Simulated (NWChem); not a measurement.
## Total energies of Be (+1)

SMILES: [Be+]
```xyz
1

Be     0.0000     0.0000     0.0000
```
Charge +1, spin multiplicity 2.

Program: NWChem.

Basis set: STO-3G (5 functions).

```json
[
 {"method": "UHF", "total energy (Ha)": "-14.09784"},
 {"method": "UMP2", "total energy (Ha)": "-14.09784"},
 {"method": "UB2PLYP", "total energy (Ha)": "-14.13487"},
 {"method": "UPBE", "total energy (Ha)": "-14.11225"},
 {"method": "UB3LYP", "total energy (Ha)": "-14.15226"},
 {"method": "UM06-2X", "total energy (Ha)": "-14.15575"}
]
```

Total energies of different functionals aren't comparable as a measure of quality: only differences taken within one method are. 

The correlated methods keep 1 core orbital frozen. B3LYP has NWChem's definition, with VWN1-RPA local correlation. No SCF solution was tested for a lower state. Open-shell Hartree-Fock references start from PBE0 orbitals.
